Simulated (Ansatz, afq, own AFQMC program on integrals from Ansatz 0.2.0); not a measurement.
Integrals from Ansatz 0.2.0, then the random walk in our own AFQMC program (afq).

```yaml
crystal:
  periodic: [false, false, false]
  atoms:
    - {symbol: Ge, position_ang: [0.000000, 0.000000, 0.330803]}
    - {symbol: C, position_ang: [0.000000, 0.000000, -1.626483]}
    - {symbol: H, position_ang: [0.000000, 0.908852, -2.229454]}
    - {symbol: H, position_ang: [0.000000, -0.908852, -2.229454]}
basis:
  gaussian: {orbitals: cc-pVDZ}
total_charge: 1
magnetization: {spin_polarized: true, initial_magnetization: 1}
correlation: {method: ccsd_t, electrons: outside_noble_gas, hamiltonian_folder: ham}
```

```sh
$ ansatz run in.yaml --threads 1 --pin off --events-out ev --progress --plain --max-ram 1382MiB
```

afq runs on the folder ham with

```
--method phaseless --trial cisd --walkers 60 --populations 1 --least-time 40 --time-step 0.005 --steps-per-block 50 --equilibration-blocks 28 --max-blocks 300 --target-error 0.00036 --factor-cut 1e-05 --start spin_pure --seed 6493 --release-times 0.24,0.51,0.99,1.62,2.4 --release-step 0.03 --release-every 4 --taylor-order 6
```

Times are imaginary, in 1/Eh. The walk had a cap of 1011 s. Filled inner d shells are frozen with the cores.

Log:

```
orbitals 36  electrons 5 4  factors 287 of 548
reference energy -2114.04129771 Eh
CCSD correlation -0.19933828 Eh in 11 cycles, weight of the determinant in the CISD state 0.8871
energy of the start -2114.240426 Eh
 block  time / (1/Eh)  mean weight  energy / Eh
     1     0.250  0.9999  -2114.238891
     2     0.500  0.9996  -2114.242685
     3     0.750  1.0001  -2114.246472
     4     1.000  0.9966  -2114.243163
     5     1.250  0.9990  -2114.246242
     9     2.250  0.9977  -2114.243729
    33     8.250  1.0001  -2114.248090
    41    10.250  1.0014  -2114.241872
    65    16.250  1.0021  -2114.244543
    97    24.250  1.0005  -2114.244188
   129    32.250  1.0006  -2114.246044
   161    40.250  0.9974  -2114.245331
   193    48.250  1.0021  -2114.247228
   225    56.250  1.0010  -2114.244504
   257    64.250  1.0022  -2114.254368
   289    72.250  0.9990  -2114.246450
   321    80.250  0.9995  -2114.245352
blocks merged  error / Eh  count
     1  0.000246  300
     2  0.000299  150
     4  0.000362  75
     8  0.000371  37
    16  0.000369  18
    32  0.000408  9
released: time / (1/Eh)  energy / Eh  error  mean overlap
  0.24  -2114.247146  0.000445  0.9981
  0.51  -2114.246917  0.000357  1.0030
  0.99  -2114.247150  0.000326  1.0139
  1.62  -2114.247538  0.000427  1.0077
  2.40  -2114.247935  0.000482  0.9951
energy -2114.246919 +/- 0.000371 Eh
(rows thinned)
```

The run passed its tests (sampling time, drift between the halves within three errors, error under three times the target), which doesn't prove that it has relaxed.

Against this walk (error 10.1 meV) on the same determinant: CCSD(T) 20.2 meV higher (within the noise), CCSDT(Q) 16.5 meV lower (within the noise). The error is statistical and leaves out the bias of the constraint. The released energies are still falling (meV from the phaseless value at times in 1/Eh: -6 ± 12 at 0.24, 0 ± 10 at 0.51, -6 ± 9 at 0.99, -17 ± 12 at 1.62, -28 ± 13 at 2.40), so they give no level.

Cautions: constraint bias not in the error; no relativity below Rb; no spin-orbit coupling; inner d shell frozen.

The walk took 5.3 min on 1 thread of Arm Neoverse V2, with other jobs on the host. The log's last line is the phaseless energy.

CCSDT and higher add their correlation energy to the determinant of the CCSD(T) run, since their own runs factorise the integrals more tightly (a shift of under 2 meV). A walk keeps the symmetry of its determinant, which the program's search chose and which needn't be the lowest solution, so a lower state of the same spin and another symmetry isn't excluded.
